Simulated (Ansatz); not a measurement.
A nudged elastic band was laid between two geometries of C₃H₄O (8 atoms, charge 0, multiplicity 1).

Method: RKS PBE-D4/def2-SVP in Ansatz.

| Quantity | Value |
| --- | --- |
| movable images | 5 |
| climbing image | yes |
| spring | 5.0 eV/Å² |
| optimiser | quadratic models (default) |
| start path | through a guess of the saddle point |
| force threshold | 0.05 eV/Å |
| iteration limit | 60 |
| end points | relaxed |

Image 0:

```xyz
8
Properties=species:S:1:pos:R:3
C -0.610 1.398 -0.330
C 0.097 0.308 -0.100
C 0.813 -0.782 0.131
O 0.348 -2.015 0.503
H -1.001 1.642 -1.337
H -0.842 2.126 0.470
H 1.912 -0.778 0.035
H -0.625 -1.956 0.571
```

Image 6:

```xyz
8
Properties=species:S:1:pos:R:3
C -1.073 0.497 0.325
C 0.135 0.434 -0.270
C 0.989 -0.782 -0.161
O 0.679 -1.790 0.452
H 0.534 1.278 -0.858
H -1.716 1.388 0.255
H 1.980 -0.714 -0.702
H -1.437 -0.368 0.904
```

(1) What changes between the two ends?

(2) Give the energies along the band, and the barrier.

(3) What is the geometry of the highest image?

The band took 21 iterations and about 2.8 core-minutes.

Results:

(1) Bonds broken: C1–H5, O4–H8. Bonds formed: C1–H8, C2–H5.

(2) It converged. The highest image is number 2 of 0 to 6, 3.06 eV above the first end and 4.03 eV above the last; the last end lies 0.97 eV below the first. Neighbouring images differ by up to 2.1 eV, so the band resolves the path poorly. A vibrational analysis at the climbing image gives one clearly imaginary mode, 709i cm⁻¹: a first-order saddle point. The orbitals stay closed-shell, which can raise the energy where a bond breaks towards radicals; this wasn't checked here.

```json
{"image": "0", "path coordinate (Å)": "0.00", "energy (eV)": "0.00", "C1–H5 (Å)": "1.11", "O4–H8 (Å)": "0.98", "C1–H8 (Å)": "3.47"}
{"image": "1", "path coordinate (Å)": "0.97", "energy (eV)": "0.93", "C1–H5 (Å)": "1.09", "O4–H8 (Å)": "0.98", "C1–H8 (Å)": "3.42"}
{"image": "2", "path coordinate (Å)": "1.94", "energy (eV)": "3.06", "C1–H5 (Å)": "1.49", "O4–H8 (Å)": "0.98", "C1–H8 (Å)": "3.30"}
{"image": "3", "path coordinate (Å)": "2.67", "energy (eV)": "2.15", "C1–H5 (Å)": "2.12", "O4–H8 (Å)": "0.99", "C1–H8 (Å)": "2.75"}
{"image": "4", "path coordinate (Å)": "3.40", "energy (eV)": "1.46", "C1–H5 (Å)": "2.25", "O4–H8 (Å)": "1.05", "C1–H8 (Å)": "2.00"}
{"image": "5", "path coordinate (Å)": "4.14", "energy (eV)": "-0.05", "C1–H5 (Å)": "2.22", "O4–H8 (Å)": "1.69", "C1–H8 (Å)": "1.26"}
{"image": "6", "path coordinate (Å)": "4.87", "energy (eV)": "-0.97", "C1–H5 (Å)": "2.14", "O4–H8 (Å)": "2.59", "C1–H8 (Å)": "1.10"}
```

(3) 
```xyz
8
Properties=species:S:1:pos:R:3
C -1.177 1.192 -0.340
C -0.073 0.404 -0.121
C 0.704 -0.703 -0.084
O 0.400 -1.841 0.615
H 0.233 1.352 -0.792
H -1.158 2.084 0.345
H 1.713 -0.724 -0.518
H -0.550 -1.821 0.841
```

Run time: 2.8 min on 1 thread of Arm Neoverse V2 (shared host), peak memory 0.24 GiB.
